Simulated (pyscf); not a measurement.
Optimised with ωB97X-D3(BJ)/def2-SVP in PySCF.

**Question.** Estimate by transition-state theory (the high-pressure limit) the rate constant of `[NH2][Nb]([OH])([Cl])([Cl])[Cl]` → `[NH]=[Nb]([Cl])([Cl])[Cl]` + `[OH2]` (singlet surface; H–N, Nb–O broken, H–O formed) at 1200 K, with ωB97M-D3(BJ)/def2-TZVP energies (ideal gas, 1 atm, RRHO with modes under 100 cm⁻¹ raised to 100, one conformer, R ln 2 for chiral ones without a mode under 150 cm⁻¹; no tunnelling).

**Answer.** The electronic barrier is 35.2 kcal/mol and the thermal terms add +0.1, so ΔG‡ = 35.2 kcal/mol. With k_BT/h = 2.50e+13 s⁻¹ and RT = 2.385 kcal/mol, k = 9.5e+06 s⁻¹, a half-life of 7.3e-08 s through this channel alone. Wigner's tunnelling factor for 1695i cm⁻¹ would be 1.17. A shift of 1 kcal/mol in the barrier changes k by a factor 1.5. On the product side the descent ends in an adduct with a Nb–O contact, 15.3 kcal/mol under the separated species and 28.2 kcal/mol under the saddle at ωB97X-D3(BJ)/def2-TZVP. What is counted as broken (Nb–O) persists as a longer contact in the product adduct; parting that adduct is a step of its own. At the saddle there is also a short H–Nb contact that neither side keeps. One saddle was located; it need not be the lowest between these sides. Elements past Kr carry the def2 core potentials, without spin-orbit coupling.
